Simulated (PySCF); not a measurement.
## What an electron can do to SiCl

PBE0 in PySCF with def2-TZVPPD on every atom, for the lowest determinant that a PBE0 search found; no spin–orbit coupling.

```
species  state (unpaired electrons)  Re (Å)  ωe (cm⁻¹)  energy of the minimum from the neutral (eV)  De (eV)  dissociates to
   SiCl               doublet (π ↑)   2.068        532                                         0.00     4.46         Si + Cl
  SiCl⁺      singlet (closed shell)   1.955        673                                         7.43     5.24        Si⁺ + Cl
  SiCl⁻              triplet (π ↑↑)   2.242        367                                        -1.24     2.12        Si + Cl⁻
```

Work out the lowest energy to break SiCl into atoms, from its vibrational ground state.

D0 = De − ωe/2 = 4.46 − 0.03 = 4.43 eV (PBE0/def2-TZVPPD).

Work out the ionisation energy of the Si atom at this level and the threshold of dissociative ionisation.

IE(Si) = 7.43 + 5.24 − 4.46 = 8.21 eV, so Si⁺ + Cl + e⁻ appears at D0 + IE(Si) = 12.64 eV (PBE0/def2-TZVPPD). The measured IE(Si) is 8.152 eV (NIST ASD).

Work out the electron affinity of the Cl atom and the threshold of dissociative attachment.

EA(Cl) = 4.46 − 2.12 − (-1.24) = 3.58 eV, so Si + Cl⁻ needs D0 − EA(Cl) = 0.85 eV (PBE0/def2-TZVPPD). The measured EA(Cl) is 3.613 eV.

At which energy does ion-pair formation open?

Si⁺ + Cl⁻ lies at D0 + IE(Si) − EA(Cl) = 9.06 eV (PBE0/def2-TZVPPD).

These are thermodynamic thresholds; the onsets seen under electron impact lie higher where the geometry changes, and cross-sections peak well above them.

For an ion De counts to the pair picked by the measured ionisation energies or electron affinities, which need not be the lowest pair at this level. The highest Kohn–Sham level is positive in this anion. Much of that is self-interaction error, but it also means that the finite basis helps to hold the extra electron. States were picked by a PBE0 search and need not be the measured ground states.
